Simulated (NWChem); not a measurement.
**BF (SMILES [B]F): HF/STO-3G**

Aim: the vertical electron affinity of BF at HF/STO-3G, from 2 runs. 

The results are computed with NWChem 7.3.0.

2 further runs of the same task are left out: 2 set aside as unsound or not needed. Runs told in other sessions of the task aren't counted.

**1. The system as given**

BF has 2 atoms, charge 0, and is taken as a singlet. As SMILES, `[B]F`. The shape is that of a PBE0-D4/def2-TZVP optimisation.

Bond lengths: B1–F2 1.263 Å.

**2. Energy and gradient at HF/STO-3G**

Input file run.py:

```python
from ase import Atoms
from ase.calculators.nwchem import NWChem

molecule = Atoms(['B', 'F'], positions=[
    [0.000000, -0.000000, -0.009350],
    [-0.000000, 0.000000, 1.253740],
])

calc = NWChem(
    label='geom',
    theory='scf',
    memory='2200 mb',
    basis='STO-3G',
    basispar='spherical bse',
    scf={'nopen': '0', 'rhf': None, 'thresh': '1e-08', 'maxiter': '80'},
)
molecule.calc = calc

forces = molecule.get_forces()
print("Total energy (eV):", round(molecule.get_potential_energy(), 6))
print("forces (eV/A):")
for s, f in zip(molecule.symbols, forces):
    print(f"{s:2s} {f[0]:10.5f} {f[1]:10.5f} {f[2]:10.5f}")
print("dipole (e A):", molecule.get_dipole_moment().round(4))
```

Started as:

```
export ASE_NWCHEM_COMMAND="nwchem PREFIX.nwi > PREFIX.nwo"
python run.py
```

The log of the run:

```text
Total energy (eV): -3329.48001
forces (eV/A):
B    -0.00000    0.00000    1.32355
F     0.00000   -0.00000   -1.32355
dipole (e A): [-0.     -0.      0.2291]
```

The calculator wrote geom.nwi:

```
title "geom"

permanent_dir geom

scratch_dir geom

start geom

geometry units angstrom nocenter noautosym noautoz
  B  0.0000000000000000e+00 -0.0000000000000000e+00 -9.3500000000000007e-03
  F  -0.0000000000000000e+00 0.0000000000000000e+00 1.2537400000000001e+00
end

memory 2200 mb

basis spherical bse noprint
   * library STO-3G
end

scf
  nopen 0
  rhf
  thresh 1e-08
  maxiter 80
end

task scf gradient
```

geom.nwo, shortened:

```text
[...]
         Total SCF energy =   -122.356134576516
      One-electron energy =   -208.283598402587
      Two-electron energy =     67.074510984241
 Nuclear repulsion energy =     18.852952841829
[... 3 lines left out ...]
             Final eigenvalues
[... 14 lines left out ...]
                       ROHF Final Molecular Orbital Analysis
[...]
  wavefunction    =   RHF
                         RHF ENERGY GRADIENTS
    atom               coordinates                        gradient
                 x          y          z           x          y          z
   1 B       0.000000   0.000000  -0.017669    0.000000  -0.000000  -0.025739
   2 F       0.000000   0.000000   2.369225   -0.000000   0.000000   0.025739
[...]
```

Wall time 1.9 s (1 thread of Intel Xeon Platinum 8259CL at 2.50GHz (Skylake/Cascade Lake), shared host); peak memory 0.1 GiB.

**3. The doublet anion: the energy at UHF/STO-3G**

Input file bf.nw:

```
start bf
title "13768-60-0"
memory total 2200 mb
charge -1

geometry units angstrom noautosym nocenter noautoz
B      0.000000     0.000000    -0.009350
F      0.000000     0.000000     1.253740
end

basis "ao basis" spherical bse
B library STO-3G
F library STO-3G
end

scf
doublet
uhf
thresh 1e-08
maxiter 80
print medium
end

task scf
```

Started as:

```
nwchem bf.nw > bf.out
```

The log of the run:

```text
[...]
  functions       =    10
[...]
  wavefunction    = UHF
[...]
         Total SCF energy =   -122.032995754748
      One electron energy =   -214.875505073810
      Two electron energy =     73.989556477232
 Nuclear repulsion energy =     18.852952841829
                       Sz =      0.5000
                 Sz(Sz+1) =      0.7500
                      S^2 =      0.7527
[...]
```

Run time: 0.81 s. Hardware: 1 thread of Intel Xeon Platinum 8259CL at 2.50GHz (Skylake/Cascade Lake), shared host; peak memory 0.099 GiB.

**4. What came out**

At HF/STO-3G:

| quantity | value |
| --- | --- |
| singlet BF: total energy | -122.35613 Eh |
| singlet BF: dipole moment | 1.10 D |
| singlet BF: HOMO energy | -7.61 eV |
| singlet BF: LUMO energy | 8.93 eV |
| singlet BF: HOMO–LUMO gap | 16.54 eV |
| singlet BF: largest force on an atom | 1.324 eV/Å |
| doublet anion: total energy | -122.03300 Eh |
| doublet anion: HOMO energy (highest over α and β) | 8.69 eV |
| doublet anion: LUMO energy (lowest over α and β) | 21.61 eV |
| doublet anion: ⟨S²⟩ | 0.753 |
| vertical electron affinity (to the doublet anion) | -8.793 eV |

**Reading.** The anion lies 8.79 eV (203 kcal/mol) above the neutral: the electron isn't bound at this level, and such a value depends on the basis. Without diffuse functions anions come out too high. Hartree–Fock misses the correlation that binds many anions. The largest force (singlet BF) is 1.32 eV/Å: the shape isn't a stationary point for this species at this level. In a minimal basis such a difference can be off by several eV, whatever the method. The HOMO (doublet anion) lies at positive energy, 8.69 eV: the electron is unbound at this level or held by a compact basis; values depend on the basis.
